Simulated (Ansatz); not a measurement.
**Nudged elastic band run: AlH$_{4}$O$_{2}$, charge +1**

input.yaml

```yaml
crystal:
  periodic: [false, false, false]
  atoms:
    - { symbol: O, position_ang: [-1.200057, -1.006601, -0.183723] }
    - { symbol: Al, position_ang: [-0.071923, 0.052433, -0.807645] }
    - { symbol: O, position_ang: [0.731905, 0.51119, 0.838272] }
    - { symbol: H, position_ang: [-1.897698, -1.558128, -0.529513] }
    - { symbol: H, position_ang: [0.572095, 0.776298, -2.006968] }
    - { symbol: H, position_ang: [0.404127, 0.113124, 1.657628] }
    - { symbol: H, position_ang: [1.461541, 1.111684, 1.031949] }
total_charge: 1
basis:
  gaussian: { orbitals: cc-pVDZ }
hamiltonian:
  xc: { name: BHLYP }
neb:
  order_check: false
  images: 5
  f_tol: 0.05
  max_iterations: 6
  initial_path: idpp
  final_atoms:
    - { symbol: O, position_ang: [-1.20106709, -1.00756707, -0.18325386] }
    - { symbol: Al, position_ang: [-0.07237882, 0.05183267, -0.8064143] }
    - { symbol: O, position_ang: [0.73243459, 0.51163403, 0.83851083] }
    - { symbol: H, position_ang: [-1.89807189, -1.55804931, -0.53196092] }
    - { symbol: H, position_ang: [0.57127002, 0.77535046, -2.00534348] }
    - { symbol: H, position_ang: [1.4623206, 1.11257813, 1.02998719] }
    - { symbol: H, position_ang: [0.40548258, 0.11422108, 1.65847454] }
```

Command:

```bash
$ ansatz run input.yaml --threads 1 --pin off --max-ram 2048MiB --backend cpu --events-out ev --progress --plain --runs-dir out
```

Output, in part (warnings, iteration lines, the closing report on the highest movable image, with atoms numbered from 0):

```
NEB end point (image 0): max|allowed force component| = 1.393e-2 eV/Å (the criterion of neb.relax_end_points is 1.000e-2)
NEB end point (image 6): max|allowed force component| = 5.821e-3 eV/Å (the criterion of neb.relax_end_points is 1.000e-2)
NEB iter   1: max|band force component| = 5.394e-1 eV/Å  barrier→ = 0.3115 eV  barrier← = 0.3115 eV  Δτ_max = 0.0578 Å  (161 SCF iters)
NEB iter   2: max|band force component| = 2.617e-1 eV/Å  barrier→ = 0.2661 eV  barrier← = 0.2661 eV  CI = image 3  Δτ_max = 0.1062 Å  (115 SCF iters)
NEB iter   3: max|band force component| = 8.620e-2 eV/Å  barrier→ = 0.2428 eV  barrier← = 0.2428 eV  CI = image 3  Δτ_max = 0.0334 Å  (124 SCF iters)
NEB iter   4: max|band force component| = 3.992e-2 eV/Å  barrier→ = 0.2410 eV  barrier← = 0.2410 eV  CI = image 3  Δτ_max = 0.0000 Å  (236 SCF iters)
Total energy: -10749.10597940 eV, -395.0223587374 hartree
Atom 0 at    -1.545944    -0.368142    -0.126279 Å, force    -0.014974     0.006110     0.032077 eV/Å
Atom 1 at    -0.049231    -0.065890    -0.794960 Å, force     0.014629    -0.027471    -0.021295 eV/Å
Atom 2 at     1.006205     0.302532     0.772978 Å, force     0.002650    -0.009609     0.039914 eV/Å
Atom 3 at    -2.411108    -0.604842    -0.452653 Å, force     0.001754     0.004211    -0.013627 eV/Å
Atom 4 at     0.799599     0.007553    -2.078913 Å, force     0.000533     0.016943     0.001323 eV/Å
Atom 5 at     1.269958    -0.390621     1.394331 Å, force     0.001121     0.007940    -0.015261 eV/Å
Atom 6 at     0.930511     1.119409     1.285495 Å, force    -0.005714     0.001876    -0.023131 eV/Å
Dipole moment:     0.439688     0.129522     0.268166 e Å
```

The forces met the threshold. Another band between the same ends (5 images) ends at a top of the same energy, where a vibrational analysis finds 1 clearly imaginary mode. Limits of this set-up: the dipole of an ion depends on the origin.

Final band (atoms are numbered from 1 in the order of the input):

```json
{"image": "0", "path coordinate (Å)": "0.00", "energy (eV)": "0.000", "dihedral O1–Al2–O3–H7 (°)": "-180"}
{"image": "1", "path coordinate (Å)": "0.54", "energy (eV)": "0.066", "dihedral O1–Al2–O3–H7 (°)": "-141"}
{"image": "2", "path coordinate (Å)": "1.08", "energy (eV)": "0.186", "dihedral O1–Al2–O3–H7 (°)": "-105"}
{"image": "3", "path coordinate (Å)": "1.63", "energy (eV)": "0.241", "dihedral O1–Al2–O3–H7 (°)": "-73"}
{"image": "4", "path coordinate (Å)": "2.17", "energy (eV)": "0.186", "dihedral O1–Al2–O3–H7 (°)": "-45"}
{"image": "5", "path coordinate (Å)": "2.71", "energy (eV)": "0.066", "dihedral O1–Al2–O3–H7 (°)": "-21"}
{"image": "6", "path coordinate (Å)": "3.26", "energy (eV)": "0.000", "dihedral O1–Al2–O3–H7 (°)": "0"}
```

The run took 33 s on 1 thread of Intel(R) Xeon(R) Platinum 8488C (Sapphire Rapids), on a shared host, peak memory 0.14 GiB.
